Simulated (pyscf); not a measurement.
H₃C–Ga(CH₃)–SH + methane (CH₄) → trimethylgallium (H₃C–Ga(CH₃)–CH₃) + H₂S (four-centre exchange; singlet surface; Ga–S, C–H broken, C–Ga, H–S formed). Structures and frequencies: ωB97X-D3(BJ)/def2-SVP in PySCF. Energies in kcal/mol from the separated reactants.

```
level                   barrier  reaction energy
----------------------  -------  ---------------
ωB97X-D3(BJ)/def2-TZVP     41.0            +32.2
r²SCAN/def2-TZVP           37.2            +31.8
B3LYP-D3(BJ)/def2-TZVP     41.2            +31.2
PBE0-D3(BJ)/def2-TZVP       ___            +31.1
ωB97M-D3(BJ)/def2-TZVP      ___              ___
HF/def2-TZVP               62.1            +31.9
```

Problem. Some entries are withheld; supply them.

Solution. 
- PBE0-D3(BJ)/def2-TZVP, barrier: 37.4
- ωB97M-D3(BJ)/def2-TZVP, barrier: 41.9
- ωB97M-D3(BJ)/def2-TZVP, reaction energy: +29.8

The functionals in the table span 4.7 kcal/mol in this barrier, from r²SCAN to ωB97M-D3(BJ). On the product side the descent ends in an adduct with a Ga–S contact, 11.2 kcal/mol under the separated species and 20.0 kcal/mol under the saddle at ωB97X-D3(BJ)/def2-TZVP. What is counted as broken (Ga–S) persists as a longer contact in the product adduct; parting that adduct is a step of its own. This is the saddle that the search found; another between the same sides may lie lower. Elements up to Kr have no core potential and no relativistic terms here.
